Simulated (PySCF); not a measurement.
# C4H8O: core ionisation energies

Allyl methyl ether, C4H8O.
Numbering: `[CH2:1]=[CH:2][CH2:3][O:4][CH3:5]`

Geometry (GFN2-xTB, Å), atoms numbered from 1 in this order:
```
atom  x, y, z in Å
C1     1.3820    0.4732    1.4051
C2     0.9234   -0.4561    0.5889
C3     0.5532   -0.2170   -0.8471
O4    -0.7272   -0.7149   -1.1767
C5    -1.7736    0.0015   -0.5723
H6     1.5281    1.4909    1.0796
H7     1.6473    0.2572    2.4262
H8     0.7757   -1.4737    0.9260
H9     0.6185    0.8562   -1.0835
H10    1.2428   -0.7659   -1.4975
H11   -1.7058   -0.0287    0.5213
H12   -1.7703    1.0510   -0.8945
H13   -2.6986   -0.4732   -0.8933
```

Level of theory: delta-SCF UKS SCAN, pcX-2 on the ionised atom, pcseg-1 elsewhere, spin-free X2C (PySCF). Each binding energy is the total energy of the core-ionised species, with the hole localised on one atom, minus that of the ground state; both are solved self-consistently, so orbital relaxation is included.

Problem. What binding energy does each computed site have?

Solution. 
| atom(s) | environment | level | binding energy (eV) | above the level's lowest (eV) | count |
| --- | --- | --- | --- | --- | --- |
| C1 | terminal =CH2 carbon | C 1s | 290.36 | 0.00 | 1 |
| C2 | alkene CH carbon | C 1s | 290.58 | +0.22 | 1 |
| C5 | methoxy carbon | C 1s | 291.99 | +1.63 | 1 |
| C3 | sp3 carbon bound to oxygen | C 1s | 292.09 | +1.73 | 1 |
| O4 | ether oxygen | O 1s | 538.21 | 0.00 | 1 |

Lowest listed C 1s: C1, bonded to C (double bond) and 2 H. Highest, 1.73 eV above it: C3, bonded to O, C and 2 H. The widest gap between neighbouring values is 1.41 eV, between 290.58 and 291.99 eV. Summing the Pauling electronegativity differences to the bonded atoms, each weighted by its formal bond order, gives -0.70 for the lowest site and +0.19 for the highest; no listed site has a larger sum than the highest.

Problem. Express the binding energy of C 1s of C1 in atomic units and per mole.

Solution. 290.36 eV = 10.6705 Eh = 28015 kJ/mol.

Problem. Which effective nuclear charge Zeff reproduces each element's mean 1s value in the hydrogen-like formula E = 13.606 eV × Zeff²?

Solution. C (Z = 6): mean 291.3 eV, Zeff = 4.63, Z − Zeff = 1.37; O (Z = 8): mean 538.2 eV, Zeff = 6.29, Z − Zeff = 1.71. Means run over the listed sites, weighted by atom count.

One conformer (not necessarily the lowest) at the GFN2-xTB geometry, without solvent, vibrations or thermal averaging.
